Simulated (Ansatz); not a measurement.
**HOC, HOSi: vertical spin gaps**

Ansatz 0.2.0, functionals in def2-QZVPP, HF, MP2 and coupled cluster extrapolated from def2-TZVPP and def2-QZVPP (exp(−7.88 √X), X^−2.97); geometries are PBE0/def2-TZVP minima. Wave-function levels freeze the cores; HF, MP2 and coupled cluster are restricted for singlets and unrestricted otherwise, Kohn–Sham unrestricted where that lies lower. The best estimate adds to that CCSD(T) limit the step from CCSD(T) to the highest level run in a smaller set (CCSDT(Q)/cc-pVTZ). It lacks core correlation, which semilocal and hybrid functionals hold and which counts in their errors here, (a few kJ/mol in atomization energies of light atoms) is good to about 1 kcal/mol where the step is under 0.06 eV, as here, and is no measured value. An error is the level's value less this estimate. Energies are electronic, without zero-point terms. No spin–orbit coupling and no scalar relativity. CCSD(T)'s error is that step with its sign reversed, by construction, and steps from double-zeta sets run high. The species are chosen: bound, without strong static correlation by their natural occupations or amplitudes, in their lowest spin state as far as vertical gaps and like structures tell, and with a ladder that closes on the reference, so errors are smaller than for species at large; levels whose determinant breaks symmetry or spin markedly are left out.

```json
{"species": "HOC, doublet", "bonds (Å)": "C–O 1.265, O–H 0.984, angle at O 114°", "quantity": "quartet less doublet, vertical", "symmetry of the states": "A' / A''", "reference": "limit + step to CCSDT(Q)/cc-pVTZ", "value (eV)": "3.904", "error MP2": "-0.168", "error CCSD(T)": "-0.011", "error PBE": "-0.071", "error BLYP": "0.243", "error B3LYP": "0.113"}
{"species": "HOSi, doublet", "bonds (Å)": "O–Si 1.650, O–H 0.962, angle at O 119°", "quantity": "quartet less doublet, vertical", "symmetry of the states": "A' / A''", "reference": "limit + step to CCSDT(Q)/cc-pVTZ", "value (eV)": "3.491", "error MP2": "-0.172", "error CCSD(T)": "-0.006", "error PBE": "-0.037", "error BLYP": "0.269", "error B3LYP": "0.202"}
```

The reference falls from C to Si, by 0.413 eV in all.
